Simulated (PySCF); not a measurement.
Compound: C3H5FS.
Numbering: `[CH3:1][C@@H:2]1[S:3][C@@H:4]1[F:5]` (hydrogens: H6, H7, H8 on C1; H9 on C2; H10 on C4)

Structure used (PBE0-D3(BJ)/def2-SVP), in Å, numbered top down from 1:
```xyz
10
C3H5FS angstrom
C      1.214   -0.028    0.233
C     -0.029    0.316   -0.537
S     -1.138    1.622    0.111
C     -1.340   -0.156   -0.049
F     -1.356   -0.900    1.076
H      1.585   -1.019   -0.076
H      1.011   -0.051    1.311
H      2.008    0.708    0.040
H      0.089    0.353   -1.627
H     -2.106   -0.498   -0.755
```

Theory: core-valence-separated Tamm–Dancoff BHandHLYP/aug-pcX-1 (pcseg-1 on H, def2-SVPD on S) in PySCF, non-relativistic, gas phase, PBE0-D3(BJ)/def2-SVP geometry.

Computed carbon K-edge spectrum, Gaussian lines of 0.6 eV full width, highest printed point 100; it ends one width below the last computed root. No empirical shift is added; at this level the pattern usually sits a few eV under experiment.

```csv
photon energy (eV),absorption
283.9,1
284.0,2
284.1,4
284.2,9
284.3,18
284.4,29
284.5,41
284.6,50
284.7,52
284.8,46
284.9,35
285.0,23
285.1,14
285.2,9
285.3,7
285.4,8
285.5,10
285.6,12
285.7,13
285.8,14
285.9,14
286.0,15
286.1,17
286.2,24
286.3,36
286.4,53
286.5,73
286.6,90
286.7,100
286.8,98
286.9,87
287.0,69
287.1,52
287.2,38
287.3,29
287.4,25
287.5,24
287.6,24
287.7,27
287.8,33
287.9,41
```

Assign the maxima to core holes.

2 maxima:
- 284.7 eV: C2 (sp3 carbon bound to sulfur), 284.67 eV, f = 0.060, 100 % of the height at the exact maximum
- 286.7 eV: C4 (sp3 C–F carbon), 286.76 eV, f = 0.061, 52 % of the height at the exact maximum; C1 (methyl carbon), 286.62 eV, f = 0.024, 19 % of the height at the exact maximum; C2 (sp3 carbon bound to sulfur), 286.88 eV, f = 0.022, 16 % of the height at the exact maximum

Further lines of some strength in the range: C1, 285.60 eV, f = 0.010; C1, 285.97 eV, f = 0.010; C1, 286.52 eV, f = 0.018; C1, 287.22 eV, f = 0.012; C1, 287.46 eV, f = 0.007.

Roots within 0.03 eV on the same or equivalent atoms count as one line; shares under 12 % aren't listed.

Vibrational structure and lifetime widths aren't in the curve. The ionisation threshold wasn't computed; near and above it a finite basis only mimics Rydberg series and continuum.
